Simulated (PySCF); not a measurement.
Species: C2H2F3P.
Bonds: F1–C2, C2–F3, C2–C4 (double), C4–F5, C4–P6. Hydrogens: H7, H8 on P6.

All values: PBE0/pcSseg-1 and CAM-B3LYP/def2-SVPD (PySCF, non-relativistic), on one gas-phase PBE0-D3(BJ)/def2-SVP geometry that isn't relaxed in the solvent. The solvent is an IEF-PCM continuum (Bondi radii, 1.10 Å for H, scaled by 1.2). Only the electrostatic response of the medium enters.

Gas phase at PBE0/pcSseg-1: HOMO -7.49 eV, LUMO -0.46 eV, dipole 1.65 D.

Problem. What does the continuum do to the energy, the frontier levels and the dipole at PBE0/pcSseg-1 in chloroform and acetonitrile?

Solution. 
```tsv
solvent	ε	E(solvent) − E(gas) (kcal/mol)	polarisation term (kcal/mol)	distortion of the solute (kcal/mol)	HOMO (eV)	LUMO (eV)	dipole (D)
chloroform	4.711	-1.85	-2.05	0.20	-7.35	-0.25	2.00
acetonitrile	35.69	-2.59	-3.00	0.41	-7.31	-0.19	2.15
```

The polarisation term is half the interaction of the solute with the surface charges that it induces; the rest is the cost of distorting the solute's density. The sum is the electrostatic part of solvation alone. From chloroform to acetonitrile the lowering changes by a factor 1.40, Onsager's factor (ε − 1)/(2ε + 1) by 1.35 and ε itself by 7.6.

Problem. Which radius a makes the point-dipole formula ΔE = −[(ε − 1)/(2ε + 1)]·μ²/a³ give the value in acetonitrile, with the gas-phase dipole?

Solution. μ = 0.649 au and |ΔE| = 0.00412 Eh give a = 1.94 Å; the farthest nucleus lies 2.39 Å from the centroid of the nuclei, so such a sphere wouldn't even hold the nuclei. The formula assumes a rigid point dipole at the centre of a sphere.

Problem. Which Hirshfeld charges (PBE0/pcSseg-1) respond most in acetonitrile (means over atoms taken as equivalent)?

Solution. 
```json
{"atoms": "H7/H8", "environment": "P–H hydrogen", "gas (e)": "-0.006", "solvent (e)": "+0.007", "change": "+0.013"}
{"atoms": "F5", "environment": "vinyl fluorine", "gas (e)": "-0.090", "solvent (e)": "-0.102", "change": "-0.012"}
{"atoms": "P6", "environment": "phosphine phosphorus", "gas (e)": "+0.090", "solvent (e)": "+0.078", "change": "-0.012"}
{"atoms": "F1", "environment": "vinyl fluorine", "gas (e)": "-0.055", "solvent (e)": "-0.061", "change": "-0.006"}
{"atoms": "C2", "environment": "=CF2 carbon", "gas (e)": "+0.148", "solvent (e)": "+0.151", "change": "+0.003"}
{"atoms": "C4", "environment": "vinylic C–F carbon", "gas (e)": "-0.029", "solvent (e)": "-0.027", "change": "+0.002"}
```

Gas phase at CAM-B3LYP/def2-SVPD: HOMO -8.98 eV, LUMO 0.53 eV, dipole 1.55 D.

Problem. What does the continuum do to the energy, the frontier levels and the dipole at CAM-B3LYP/def2-SVPD in acetonitrile?

Solution. 
| solvent | ε | E(solvent) − E(gas) (kcal/mol) | polarisation term (kcal/mol) | distortion of the solute (kcal/mol) | HOMO (eV) | LUMO (eV) | dipole (D) |
| --- | --- | --- | --- | --- | --- | --- | --- |
| acetonitrile | 35.69 | -2.47 | -2.91 | 0.44 | -8.79 | 0.81 | 2.07 |

Problem. How does the static polarisability (CAM-B3LYP/def2-SVPD, frozen core, with the continuum's full static response) change?

Solution. 
| medium | isotropic (au) | principal values (au) | ⟨r²⟩ of the electrons (bohr²) |
| --- | --- | --- | --- |
| gas | 53.1 | 41.4, 51.5, 66.3 | 713.3 |
| acetonitrile | 71.2 | 57.4, 69.3, 86.8 | 713.7 |

The isotropic value in acetonitrile is 1.34 times the gas-phase one; no cavity-field correction is applied. ⟨r²⟩ is taken about the centre of nuclear charge.

The values belong to the conformer `[F:1][C:2]([F:3])=[C:4]([F:5])[PH2:6]`: H–P6–C4–C2 60°, H–P6–C4–C2 -35°.
